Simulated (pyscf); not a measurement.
Thermochemistry of product channels of `[O]=[Zr]([Cl])[Cl]` + `[FH]` on the singlet surface, in eV, from ωB97M-D3(BJ)/def2-TZVP energies (ideal gas, 1 atm, RRHO with modes under 100 cm⁻¹ raised to 100, one conformer, R ln 2 for chiral ones without a mode under 150 cm⁻¹). Single points on ωB97X-D3(BJ)/def2-SVP structures (PySCF, gas phase).

```csv
products,ΔE,ΔH(298 K),ΔG(600 K),ΔG(900 K)
`[O]=[Zr]([F])[Cl]` + `[ClH]`,-0.09,-0.14,-0.15,-0.16
`[OH][Zr]([F])([Cl])[Cl]`,-3.44,-3.39,-2.56,-2.17
```

These are energies of the channels, which say nothing of barriers. Elements past Kr carry the def2 core potentials, without spin-orbit coupling.
